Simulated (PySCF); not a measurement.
BFH₄Si.
Bonds: F1–B2, B2–Si3. Hydrogens: H4 on B2; H5, H6, H7 on Si3.

Computed, not measured: PySCF 2.14.0, PBE0-D3(BJ)/def2-SVP geometry optimisation, gas phase.

Q: Give the optimised bond lengths and angles.

A: 
```csv
bond,length (bohr),order
F1–B2,2.495,single
B2–Si3,3.848,single
B2–H4,2.297,single
"Si3–H5, Si3–H6, Si3–H7",2.829,single
```

Bonds in one row agree within 0.02 bohr and their mean is given. Orders are formal, as drawn. A selection of angles:
```csv
angle,degrees
F1–B2–Si3,120.7
F1–B2–H4,116.4
Si3–B2–H4,122.9
B2–Si3–H5,109.3
B2–Si3–H6,113.2
H5–Si3–H6,108.9
H5–Si3–H7,107.4
```

Si3 (SiH3 silicon) is distorted tetrahedral (angles from 107.4° to 113.2°). B2 (three-coordinate boron) is planar (angles 122.9°, 120.7° and 116.4°, sum 360.0°, 0.00 Å off the plane of its three neighbours).

Point group: Cs (tolerance 0.08 Å). Stationary, but not proved a minimum.
